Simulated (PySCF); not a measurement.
# Broadened absorption spectrum of C2H2F2

C₂H₂F₂.
Z-matrix (Å and degrees, GFN2-xTB geometry), rows numbered from 1:
```
F 
C   1  1.3347
C   2  1.3211  1  123.69
F   3  1.3348  2  123.74  1    -0.05
H   2  1.0787  1  113.25  3   179.96
H   3  1.0786  2  123.04  1   179.98
```

Computed with TDDFT PBE0/def2-SVPD, vertical, gas phase, core orbitals frozen in the response (PySCF).

Computed states:

```
state  E (eV)       f
   S1    6.66   0.021
   S2    7.92   0.344
   S3    7.93  0.0075
   S4    8.33  0.0000
   S5    9.12  0.0000
   S6    9.33   0.024
```

Each state is given a Gaussian of 0.5 eV full width at half maximum, with ε(max) = 2.175×10⁸ f / Δν̃ (Δν̃ the width in cm⁻¹). The width is an assumption, not a result. The curve ends short of the highest state used, and states not computed would add to its high-energy end.

Question: What does the envelope look like, and where are its maxima?

Answer: 
| E (eV) | ε (L mol⁻¹ cm⁻¹) |
| --- | --- |
| 5.91 | 2 |
| 5.99 | 8 |
| 6.07 | 24 |
| 6.15 | 64 |
| 6.23 | 147 |
| 6.31 | 292 |
| 6.39 | 505 |
| 6.47 | 757 |
| 6.55 | 985 |
| 6.63 | 1113 |
| 6.71 | 1090 |
| 6.79 | 927 |
| 6.88 | 652 |
| 6.96 | 410 |
| 7.04 | 227 |
| 7.12 | 122 |
| 7.20 | 107 |
| 7.28 | 226 |
| 7.36 | 612 |
| 7.44 | 1521 |
| 7.52 | 3301 |
| 7.60 | 6221 |
| 7.68 | 10173 |
| 7.76 | 14433 |
| 7.84 | 17768 |
| 7.92 | 18979 |
| 8.00 | 17590 |
| 8.08 | 14145 |
| 8.16 | 9870 |
| 8.25 | 5556 |
| 8.33 | 2867 |
| 8.41 | 1284 |
| 8.49 | 499 |
| 8.57 | 170 |
| 8.65 | 57 |
| 8.73 | 37 |

Maxima: 186 nm (6.66 eV), ε about 1100, made up of S1 (100%); 157 nm (7.92 eV), ε about 19000, made up of S2 (98%) (ε in L mol⁻¹ cm⁻¹; maxima over ε = 5, shares over 10%). At its high-energy end, 8.73 eV, the curve is still rising (ε about 37, from S2 and S6).

Question: On this curve, what absorbance would a 10⁻⁴ mol/L sample give at 193 nm over a 1 cm path?

Answer: 193 nm is 6.424 eV, where ε is about 610 L mol⁻¹ cm⁻¹, so A = ε c l ≈ 0.061 (Beer–Lambert, with the gas-phase spectrum and the assumed width).

Question: What would ε be at 7.92 eV, the highest of these maxima, with half the width (0.25 eV)?

Answer: About 37900 L mol⁻¹ cm⁻¹ against 19000, a factor of about 2.00; a lone state at its own centre would give exactly 2.

Question: Coming from long wavelengths, where does ε first pass 100 L mol⁻¹ cm⁻¹?

Answer: At about 200 nm (6.19 eV), 0.47 eV below S1.
